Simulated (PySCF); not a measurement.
# The bond of HCl+, level by level

One table from this session's results is given with a row withheld; the runs are named, their logs left out.

The runs use PySCF 2.14.0; H def2-SVP, Cl def2-SVP, no relativity.

The first run:

Settings of the job:

```json
{
  "atoms": "H, Cl",
  "charge": "1",
  "basis": "H def2-SVP, Cl def2-SVP",
  "Hamiltonian": "no relativity",
  "basis functions": "23",
  "electrons treated": "17",
  "masses in u": "1.0078, 34.9689",
  "levels": "PBE0, PBE, r²SCAN, B3LYP, BHandHLYP, r²SCANh, LC-ωPBE, HF, MP2, SCS-MP2, CCSD, CCSD(T)",
  "grid": "80 radial by 434 angular points",
  "occupations": "held fixed by the projection of orbital angular momentum",
  "dissociation limit": "H + Cl+, each in its ground configuration",
  "starting distance in angstrom": "1.390",
  "values of 2S to try": "1, 3"
}
```

On the command line:

```console
OMP_NUM_THREADS=1 python dia.py task.json out
```

Among the steps run: Set-up; PBE0 along the bond; Excited determinants; PBE; r²SCAN (meta-GGA); B3LYP; BHandHLYP; r²SCANh; LC-ωPBE (range-separated hybrid); UHF (mean field); Correlated methods on the Hartree–Fock reference.

One table of the session follows, with a row left open; its other results are not shown here.

| level | Re (Å) | ωe (cm⁻¹) | De (eV) |
| --- | --- | --- | --- |
| UHF | 1.310 | 2857 | 3.55 |
| UHF-MP2 | 1.316 | 2809 | 4.35 |
| UHF-SCS-MP2 | 1.317 | 2802 | 4.39 |
| UHF-CCSD | 1.319 | 2778 | 4.39 |
| UHF-CCSD(T) | 1.320 | 2767 | 4.41 |
| PBE | 1.342 | 2585 | 4.85 |
| r²SCAN | 1.330 | 2667 | 4.88 |
| r²SCANh | 1.327 | 2693 | 4.85 |
| B3LYP | 1.334 | 2635 | 4.81 |
| PBE0 | 1.329 | 2690 | 4.78 |
| BHandHLYP | ? | ? | ? |
| LC-ωPBE | 1.323 | 2758 | 4.73 |

Q: Estimate the row for BHandHLYP from the others.

**Answer.** Re (Å): 1.320; ωe (cm⁻¹): 2746; De (eV): 4.68.
